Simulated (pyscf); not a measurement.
This saddle point was located with ωB97X-D3(BJ)/def2-SVP in PySCF.

```xyz
14

C      0.9373     1.3653    -0.4733
Al    -1.0117     0.7091     0.0158
C     -1.4646    -1.1382    -0.4909
C     -1.8137     1.4880     1.6358
H      1.1431     0.6965     0.3859
H      0.8941     2.4414    -0.2983
H      1.0895     0.9801    -1.4827
H     -0.9367    -1.4960    -1.3900
H     -2.5480    -1.2382    -0.6810
H     -1.2305    -1.8368     0.3333
H     -2.9144     1.5220     1.5511
H     -1.4674     2.5109     1.8569
H     -1.5917     0.8625     2.5200
H      2.4626     1.4745    -0.3564
```
Charge 0, spin multiplicity 2.

Surface: doublet, charge 0. Lowest wavenumbers (cm⁻¹): 1778i, 51, 65, 115, 121.

### Question
Which two sides does it connect, and which bonds change?

### Answer
H₃C–Al(CH₃)–CH₃ + H• ⇌ CH₄ + [H₃C–Al–CH₃]•, a substitution at C read from left to right: Al–C broken and C–H formed. At ωB97M-D3(BJ)/def2-TZVP it lies +23.1 kcal/mol from the left side and +47.7 kcal/mol from the right (each side as separated species at their lowest minima found). Abstraction by the radical was not located in this set and often lies lower. This is the saddle that the search found; another between the same sides may lie lower. The angle at the attacked C is 157°.
